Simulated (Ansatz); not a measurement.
System: rock-salt HfN. Method: PBE in Ansatz (plane waves, PAW).

Settings: plane-wave cutoff 520 eV, 16×16×16 k mesh, Fermi–Dirac smearing 0.1 eV, perturbation theory, force constants from a 4×4×4 q mesh, scalar-relativistic PAW data made under PBE.

Quasi-harmonic lattice constant against temperature at zero pressure (zero-point motion included); the last value is withheld.

```csv
T (K),lattice constant (Å)
300,4.5620
400,4.5656
500,4.5695
600,4.5736
700,4.5779
800,?
```

Problem. Fit a straight line to the rows shown and predict the value at 800 K, and give the mean linear expansion coefficient over the rows shown.

Solution. Means: 500 K and 4.56972 Å. Σ(T − T̄)(y − ȳ) = 3.9800 and Σ(T − T̄)² = 100000, so the slope is 3.98e-05 Å/K. Divided by the mean, α = 8.7 × 10⁻⁶/K. At 800 K: 4.56972 + (3.98e-05) × 300 = 4.5817 Å. The run gives 4.5823 Å.

At 300 K the run's own coefficient is 7.4 × 10⁻⁶/K.

Anharmonicity beyond the change of volume is left out, and so is the electrons' share.

Ansatz is a program for electronic structure.
